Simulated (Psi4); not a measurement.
Psi4 input (wB97X-D/6-311+G**):

```
memory 1500 MB

molecule {
0 2
C     0.24243516   -0.19849135   -1.22253028
C    -0.03825523   -0.01277160    0.02051421
H    -0.23057535   -0.63963619   -2.07626433
O    -0.12431303    0.23840173    1.16104509
symmetry c1
no_reorient
no_com
}

set {
  basis 6-311+G**
  reference uks
  scf_type pk
  dft_radial_points 99
  dft_spherical_points 590
  e_convergence 1e-8
  d_convergence 1e-7
  maxiter 150
}

e = energy('wb97x-d')
print_out(f'\nFINAL {e:.10f} DIPOLE {variable("CURRENT DIPOLE")[0]:.6f} {variable("CURRENT DIPOLE")[1]:.6f} {variable("CURRENT DIPOLE")[2]:.6f}\n')
```

Output:

```
   => Loading Basis Set <=

    Name: 6-311+G**
    Role: ORBITAL
    Keyword: BASIS
    atoms 1-2 entry C          line   129 file 6-311pgss.gbs
    atoms 3   entry H          line    42 file 6-311pgss.gbs
    atoms 4   entry O          line   171 file 6-311pgss.gbs

   => WB97X-D: Empirical Dispersion <=

    Chai and Head-Gordon Dispersion Correction
    Chai, J.-D.; Head-Gordon, M. (2010), J. Chem. Phys., 132: 6615-6620

        s6 =       1.000000

         ---------------------------------------------------------
                                   SCF
               by Justin Turney, Rob Parrish, Andy Simmonett
                          and Daniel G. A. Smith
                              UKS Reference
         ---------------------------------------------------------

  ==> Geometry <==

    Molecular point group: c1
    Full point group: C1

    Geometry (in Angstrom), charge = 0, multiplicity = 2:

       Center              X                  Y                   Z               Mass
    ------------   -----------------  -----------------  -----------------  -----------------
         C            0.242435160000    -0.198491350000    -1.222530280000    12.000000000000
         C           -0.038255230000    -0.012771600000     0.020514210000    12.000000000000
         H           -0.230575350000    -0.639636190000    -2.076264330000     1.007825032230
         O           -0.124313030000     0.238401730000     1.161045090000    15.994914619570

  Running in c1 symmetry.

  Rotational constants: A =     38.29777  B =      0.36468  C =      0.36124 [cm^-1]
  Rotational constants: A = 1148138.16738  B =  10932.83882  C =  10829.71575 [MHz]
  Nuclear repulsion =   52.518609009496998

  Charge       = 0
  Multiplicity = 2
  Electrons    = 21
  Nalpha       = 11
  Nbeta        = 10

  ==> Algorithm <==

  SCF Algorithm Type is PK.
  DIIS enabled.
  MOM disabled.
  Fractional occupation disabled.
  Guess Type is SAD.
  Energy threshold   = 1.00e-08
  Density threshold  = 1.00e-07
  Integral threshold = 1.00e-12

  ==> Primary Basis <==

  Basis Set: 6-311+G**
    Blend: 6-311+G**
    Number of shells: 34
    Number of basis functions: 72
    Number of Cartesian functions: 75
    Spherical Harmonics?: true
    Max angular momentum: 2

  ==> DFT Potential <==

   => LibXC <=

    Version 7.1.2
    S. Lehtola, C. Steigemann, M. J. T. Oliveira, and M. A. L. Marques,  SoftwareX 7, 1–5 (2018) (10.1016/j.softx.2017.11.002)

   => Composite Functional: WB97X-D <=

    wB97X-D Hyb-GGA Exchange-Correlation Functional

    J.-D. Chai and M. Head-Gordon,  Phys. Chem. Chem. Phys. 10, 6615–6620 (2008) (10.1039/B810189B)

    Deriv               =              1
    GGA                 =           TRUE
    Meta                =          FALSE

    Exchange Hybrid     =           TRUE
    MP2 Hybrid          =          FALSE

   => Exchange-Correlation Functionals <=

    1.0000   wB97X-D range-separated functional

   => Exact (HF) Exchange <=

    0.7780            HF,LR [omega = 0.2000]
    0.2220               HF

   => LibXC Density Thresholds  <==

    XC_HYB_GGA_XC_WB97X_D:  1.00E-14

   => Molecular Quadrature <=

    Radial Scheme          =       TREUTLER
    Pruning Scheme         =           NONE
    Nuclear Scheme         =       TREUTLER

    Blocking Scheme        =         OCTREE
    BS radius alpha        =              1
    Pruning alpha          =              1
    Radial Points          =             99
    Spherical Points       =            590
    Total Points           =         227991
    Total Blocks           =           1716
    Max Points             =            256
    Max Functions          =             72
    Weights Tolerance      =       1.00E-15

  ==> Integral Setup <==

  Using in-core PK algorithm.
   Calculation information:
      Number of atoms:                   4
      Number of AO shells:              34
      Number of primitives:             63
      Number of atomic orbitals:        75
      Number of basis functions:        72

      Integral cutoff                 1.00e-12
      Number of threads:                 1

  Performing in-core PK
  Using 10363518 doubles for integral storage.
  We computed 171219 shell quartets total.
  Whereas there are 177310 unique shell quartets.

  Computing range-separated integrals for PK
  We computed 171219 wK shell quartets total.
  Whereas there are 177310 wK unique shell quartets.

  ==> DiskJK: Disk-Based J/K Matrices <==

    J tasked:                  Yes
    K tasked:                  Yes
    wK tasked:                 Yes
    Omega:               2.000E-01
    Schwarz Cutoff:          1E-12


  Cached 100.0% of DFT collocation blocks in 0.406 [GiB].

  Minimum eigenvalue in the overlap matrix is 6.2294292921E-05.
  Reciprocal condition number of the overlap matrix is 1.0020664204E-05.
    Using symmetric orthogonalization.

  ==> Pre-Iterations <==

  SCF Guess: Superposition of Atomic Densities via on-the-fly atomic UHF (no occupation information).

   -------------------------
    Irrep   Nso     Nmo
   -------------------------
     A         72      72
   -------------------------
    Total      72      72
   -------------------------

  ==> Iterations <==

                        Total Energy        Delta E     RMS |[F,P]|

   @UKS iter SAD:  -151.11360903489199   -1.51114e+02   0.00000e+00
   @UKS iter   1:  -151.83261098599036   -7.19002e-01   6.04216e-03 ADIIS/DIIS
   @UKS iter   2:  -151.86956405130289   -3.69531e-02   4.91487e-03 ADIIS/DIIS
   @UKS iter   3:  -151.90709310897017   -3.75291e-02   1.53391e-03 ADIIS/DIIS
   @UKS iter   4:  -151.91148347452236   -4.39037e-03   3.25461e-04 ADIIS/DIIS
   @UKS iter   5:  -151.91176098062232   -2.77506e-04   1.46325e-04 ADIIS/DIIS
   @UKS iter   6:  -151.91185118107290   -9.02005e-05   3.80986e-05 DIIS
   @UKS iter   7:  -151.91186560826637   -1.44272e-05   1.47957e-05 DIIS
   @UKS iter   8:  -151.91187001627884   -4.40801e-06   7.00300e-06 DIIS
   @UKS iter   9:  -151.91187132698653   -1.31071e-06   2.84263e-06 DIIS
   @UKS iter  10:  -151.91187157676598   -2.49779e-07   9.02725e-07 DIIS
   @UKS iter  11:  -151.91187159629274   -1.95268e-08   2.66007e-07 DIIS
   @UKS iter  12:  -151.91187159754611   -1.25337e-09   6.63927e-08 DIIS
  Energy and wave function converged.

  ==> Post-Iterations <==

   Electrons on quadrature grid:
      Nalpha   =   11.0000000070 ; deviation = 7.028e-09
      Nbeta    =   10.0000000070 ; deviation = 6.991e-09
      Ntotal   =   21.0000000140 ; deviation = 1.402e-08

   @Spin Contamination Metric:   1.010316400E-02
   @S^2 Expected:                7.500000000E-01
   @S^2 Observed:                7.601031640E-01
   @S   Expected:                5.000000000E-01
   @S   Observed:                5.000000000E-01

    Orbital Energies [Eh]
    ---------------------

    Alpha Occupied:

       1A    -19.332635     2A    -10.416792     3A    -10.339878
       4A     -1.240010     5A     -0.902836     6A     -0.653322
       7A     -0.609739     8A     -0.577103     9A     -0.553626
      10A     -0.380711    11A     -0.362944

    Alpha Virtual:

      12A      0.055972    13A      0.071117    14A      0.089288
      15A      0.092114    16A      0.115271    17A      0.116231
      18A      0.147411    19A      0.155166    20A      0.157303
      21A      0.201151    22A      0.230958    23A      0.303430
      24A      0.332825    25A      0.334182    26A      0.371875
      27A      0.402308    28A      0.507185    29A      0.544115
      30A      0.578818    31A      0.610241    32A      0.654206
      33A      0.695013    34A      0.757585    35A      0.858302
      36A      0.926322    37A      0.999031    38A      1.106923
      39A      1.158189    40A      1.173752    41A      1.205809
      42A      1.231166    43A      1.268253    44A      1.390637
      45A      1.432323    46A      1.501981    47A      1.729983
      48A      1.802149    49A      1.810949    50A      1.979980
      51A      2.141421    52A      2.204529    53A      2.583134
      54A      2.667044    55A      2.720427    56A      2.823115
      57A      2.863613    58A      2.868180    59A      2.926972
      60A      2.962765    61A      3.014215    62A      3.280424
      63A      3.538700    64A      3.611201    65A      3.745602
      66A      3.923084    67A      5.095321    68A      5.133802
      69A      5.697143    70A     23.719863    71A     24.822457
      72A     50.112043

    Beta Occupied:

       1A    -19.325532     2A    -10.417336     3A    -10.331606
       4A     -1.225566     5A     -0.868334     6A     -0.640322
       7A     -0.599477     8A     -0.548124     9A     -0.531771
      10A     -0.345535

    Beta Virtual:

      11A     -0.097948    12A      0.057460    13A      0.074868
      14A      0.089462    15A      0.108754    16A      0.117141
      17A      0.131002    18A      0.147363    19A      0.156692
      20A      0.187078    21A      0.203600    22A      0.238780
      23A      0.306544    24A      0.335019    25A      0.339218
      26A      0.372860    27A      0.409414    28A      0.510882
      29A      0.547464    30A      0.595581    31A      0.613538
      32A      0.674952    33A      0.698144    34A      0.764767
      35A      0.863794    36A      0.927282    37A      1.015195
      38A      1.132776    39A      1.179634    40A      1.180381
      41A      1.214880    42A      1.245158    43A      1.292282
      44A      1.396017    45A      1.449586    46A      1.514322
      47A      1.738188    48A      1.828384    49A      1.834468
      50A      1.983030    51A      2.169355    52A      2.213163
      53A      2.584629    54A      2.674155    55A      2.752388
      56A      2.830172    57A      2.885303    58A      2.894523
      59A      2.962981    60A      2.972822    61A      3.027497
      62A      3.288101    63A      3.561014    64A      3.616269
      65A      3.760915    66A      3.935675    67A      5.128886
      68A      5.141119    69A      5.705275    70A     23.731043
      71A     24.828283    72A     50.118439

    Final Occupation by Irrep:
              A
    DOCC [    10 ]
    SOCC [     1 ]
    NA   [    11 ]
    NB   [    10 ]

  @UKS Final Energy:  -151.91187159754611

   => Energetics <=

    Nuclear Repulsion Energy =             52.5186090094969984
    One-Electron Energy =                -309.3227790822166412
    Two-Electron Energy =                 118.5844564882071097
    DFT Exchange-Correlation Energy =     -13.6919412565391081
    Empirical Dispersion Energy =          -0.0002167564944464
    VV10 Nonlocal Energy =                  0.0000000000000000
    Total Energy =                       -151.9118715975461100

  UHF NO Occupations:
  HONO-2 :    9  A 1.9989236
  HONO-1 :   10  A 1.9965563
  HONO-0 :   11  A 1.0000000
  LUNO+0 :   12  A 0.0034437
  LUNO+1 :   13  A 0.0010764
  LUNO+2 :   14  A 0.0003643
  LUNO+3 :   15  A 0.0000864

Computation Completed

Properties will be evaluated at   0.000000,   0.000000,   0.000000 [a0]

Properties computed using the SCF density matrix

 Multipole Moments:

 ------------------------------------------------------------------------------------
     Multipole            Electronic (a.u.)      Nuclear  (a.u.)        Total (a.u.)
 ------------------------------------------------------------------------------------

 L = 1.  Multiply by 2.5417464519 to convert [e a0] to [Debye]
 Dipole X            :         -0.3640651           -0.0000000           -0.3640651
 Dipole Y            :         -0.3140502           -0.0000001           -0.3140503
 Dipole Z            :         -0.5574425           -0.0000001           -0.5574426
 Magnitude           :                                                    0.7361475

 ------------------------------------------------------------------------------------

FINAL -151.9118715975 DIPOLE -0.364065 -0.314050 -0.557443

*** Psi4 exiting successfully. Buy a developer a beer!
```

The geometry given is a B3LYP-D3(BJ)/def2-TZVP minimum.
